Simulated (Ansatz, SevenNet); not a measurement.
For diamond, the machine-learned potential SevenNet-0 (trained on PBE and PBE+U data) gives:

```
Property                             Value
-------------------------------  ---------
lattice parameter a                3.571 Å
zone-centre TO phonon frequency  1097 cm⁻¹
elastic constant C11               643 GPa
elastic constant C44               354 GPa
Voigt–Reuss–Hill shear modulus     275 GPa
```

Q: What does r²SCAN in Ansatz (PAW) give for the same quantities?

A: 
- lattice constant a: 3.560 Å (falls by 0.3 %)
- zone-centre TO phonon frequency: 1324 cm⁻¹ (increases by 21 %)
- elastic constant C11: 1112 GPa (grows by 73 %)
- elastic constant C44: 587 GPa (rises by 66 %)
- Voigt–Reuss–Hill shear modulus: 549 GPa (rises by 100 %)

For comparison: lattice constant a 3.553 Å (measured, static lattice: zero-point anharmonic expansion removed, our sources range from 3.543 to 3.555; as tabulated in Mejia-Rodriguez and Trickey (2018), arXiv:1807.09216); zone-centre TO phonon frequency 1333 cm⁻¹ (measured, low temperature, zero-point motion not removed; as tabulated in Kunc et al. (2003), arXiv:cond-mat/0304692); elastic constant C11 1081 GPa (measured, low temperature, zero-point motion not removed; as tabulated in Tanner et al. (2021), arXiv:2110.11888); elastic constant C44 579 GPa (measured, low temperature, zero-point motion not removed; as tabulated in Tanner et al. (2021), arXiv:2110.11888).

Changes are worked out from the printed values.

Unless a cell is named, each level is at its own relaxed cell (SevenNet-0 5.69, r²SCAN 5.64 Å³/atom).

Ansatz's density-functional and Hartree–Fock values are scalar-relativistic unless marked +SOC, with PAW data made under PBE.

Ansatz is a program for electronic structure.
